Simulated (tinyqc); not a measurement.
UHF in the sto-6g basis, for LiH, spin multiplicity 1, step by step. This run ends on a higher stationary point, not on the lowest solution. One step of it, computed by the program tinyqc.

Task: Iteration 3: building the Fock matrix. J_ij = sum D_kl (ij|kl) with D = D(alpha) + D(beta), K_ij = sum D_kl (ik|jl) for each spin; F = H + J - K(s); E = tr D H + tr D J / 2 - 0.5 sum_s tr D(s) K(s) + E_nn.

D(alpha) after iteration 2, lower triangle:
```
,1Li 1s,1Li 2s,1Li 2px,1Li 2py,1Li 2pz,2H 1s
1Li 1s,1.000536
1Li 2s,-0.023695,0.183446
1Li 2px,-0.009446,0.036262,0.007191
1Li 2py,-0.005236,0.020101,0.003986,0.002210
1Li 2pz,-0.050013,0.175462,0.034815,0.019299,0.168575
2H 1s,-0.077139,0.290988,0.057709,0.031990,0.279408,0.463143
```

D(beta) after iteration 2, lower triangle:
```
,1Li 1s,1Li 2s,1Li 2px,1Li 2py,1Li 2pz,2H 1s
1Li 1s,1.000536
1Li 2s,-0.023695,0.183446
1Li 2px,0.009446,-0.036262,0.007191
1Li 2py,0.005236,-0.020101,0.003986,0.002210
1Li 2pz,-0.050013,0.175462,-0.034815,-0.019299,0.168575
2H 1s,-0.077139,0.290988,-0.057709,-0.031990,0.279408,0.463143
```

core Hamiltonian H = T + V (hartree), lower triangle:
```
,1Li 1s,1Li 2s,1Li 2px,1Li 2py,1Li 2pz,2H 1s
1Li 1s,-4.628516
1Li 2s,-0.981074,-1.270337
1Li 2px,0.000000,0.000000,-1.044967
1Li 2py,0.000000,0.000000,0.000000,-1.044967
1Li 2pz,-0.004937,-0.054925,0.000000,0.000000,-1.080462
2H 1s,-0.013579,-0.170011,0.000000,0.000000,-0.254109,-1.005378
```

Two-electron integrals (ij|kl) in chemists' order, unique and non-zero (hartree):
```
i,j,k,l,(ij|kl)
1,1,1,1,1.681247
2,1,1,1,0.242603
2,1,2,1,0.044507
2,2,1,1,0.397190
2,2,2,1,0.090279
2,2,2,2,0.290625
3,1,3,1,0.009437
3,2,3,1,0.014261
3,2,3,2,0.064236
3,3,1,1,0.397190
3,3,2,1,0.090279
3,3,2,2,0.290625
3,3,3,3,0.313125
4,1,4,1,0.009437
4,2,4,1,0.014261
4,2,4,2,0.064236
4,3,4,3,0.016875
4,4,1,1,0.397190
4,4,2,1,0.090279
4,4,2,2,0.290625
4,4,3,3,0.279374
4,4,4,4,0.313125
5,1,5,1,0.009437
5,2,5,1,0.014261
5,2,5,2,0.064236
5,3,5,3,0.016875
5,4,5,4,0.016875
5,5,1,1,0.397190
5,5,2,1,0.090279
5,5,2,2,0.290625
5,5,3,3,0.279374
5,5,4,4,0.279374
5,5,5,5,0.313125
6,1,1,1,0.003156
6,1,2,1,0.000574
6,1,2,2,0.001207
6,1,3,3,0.001189
6,1,4,4,0.001189
6,1,5,1,0.000077
6,1,5,2,0.000169
6,1,5,5,0.001242
6,1,6,1,0.000008
6,2,1,1,0.029743
6,2,2,1,0.006970
6,2,2,2,0.027377
6,2,3,3,0.025819
6,2,4,4,0.025819
6,2,5,1,0.000965
6,2,5,2,0.008342
6,2,5,5,0.030492
6,2,6,1,0.000112
6,2,6,2,0.007054
6,3,3,1,0.000272
6,3,3,2,0.001768
6,3,5,3,0.000857
6,3,6,3,0.000235
6,4,4,1,0.000272
6,4,4,2,0.001768
6,4,5,4,0.000857
6,4,6,4,0.000235
6,5,1,1,0.043986
6,5,2,1,0.010340
6,5,2,2,0.041251
6,5,3,3,0.038665
6,5,4,4,0.038665
6,5,5,1,0.001516
6,5,5,2,0.013193
6,5,5,5,0.046423
6,5,6,1,0.000168
6,5,6,2,0.011239
6,5,6,5,0.017949
6,6,1,1,0.178112
6,6,2,1,0.041987
6,6,2,2,0.176102
6,6,3,3,0.164936
6,6,4,4,0.164936
6,6,5,1,0.004935
6,6,5,2,0.053719
6,6,5,5,0.198432
6,6,6,1,0.000667
6,6,6,2,0.064573
6,6,6,5,0.104691
6,6,6,6,0.774999
```

nuclear repulsion = 0.53434252 hartree

Give: Coulomb J; exchange K(alpha); exchange K(beta); F(alpha); F(beta); total energy of this density.

Result:

Coulomb J (hartree), lower triangle:
```
,1Li 1s,1Li 2s,1Li 2px,1Li 2py,1Li 2pz,2H 1s
1Li 1s,3.8762
1Li 2s,0.6049,1.2370
1Li 2px,0.0000,0.0000,1.2185
1Li 2py,0.0000,0.0000,0.0003,1.2181
1Li 2pz,0.0155,0.1164,0.0000,0.0000,1.2745
2H 1s,0.0082,0.1659,0.0000,0.0000,0.2576,1.4336
```

exchange K(alpha) (hartree), lower triangle:
```
,1Li 1s,1Li 2s,1Li 2px,1Li 2py,1Li 2pz,2H 1s
1Li 1s,1.6804
1Li 2s,0.2518,0.1278
1Li 2px,0.0000,0.0135,0.0273
1Li 2py,0.0000,0.0075,0.0012,0.0258
1Li 2pz,-0.0015,0.0880,0.0126,0.0070,0.1152
2H 1s,0.0040,0.1139,0.0119,0.0066,0.1444,0.4632
```

exchange K(beta) (hartree), lower triangle:
```
,1Li 1s,1Li 2s,1Li 2px,1Li 2py,1Li 2pz,2H 1s
1Li 1s,1.6804
1Li 2s,0.2518,0.1278
1Li 2px,0.0000,-0.0135,0.0273
1Li 2py,0.0000,-0.0075,0.0012,0.0258
1Li 2pz,-0.0015,0.0880,-0.0126,-0.0070,0.1152
2H 1s,0.0040,0.1139,-0.0119,-0.0066,0.1444,0.4632
```

F(alpha) (hartree), lower triangle:
```
,1Li 1s,1Li 2s,1Li 2px,1Li 2py,1Li 2pz,2H 1s
1Li 1s,-2.4327
1Li 2s,-0.6280,-0.1611
1Li 2px,0.0000,-0.0135,0.1463
1Li 2py,0.0000,-0.0075,-0.0009,0.1474
1Li 2pz,0.0120,-0.0265,-0.0126,-0.0070,0.0788
2H 1s,-0.0094,-0.1181,-0.0119,-0.0066,-0.1409,-0.0350
```

F(beta) (hartree), lower triangle:
```
,1Li 1s,1Li 2s,1Li 2px,1Li 2py,1Li 2pz,2H 1s
1Li 1s,-2.4327
1Li 2s,-0.6280,-0.1611
1Li 2px,0.0000,0.0135,0.1463
1Li 2py,0.0000,0.0075,-0.0009,0.1474
1Li 2pz,0.0120,-0.0265,0.0126,0.0070,0.0788
2H 1s,-0.0094,-0.1181,0.0119,0.0066,-0.1409,-0.0350
```

total energy of this density = -7.794496 hartree
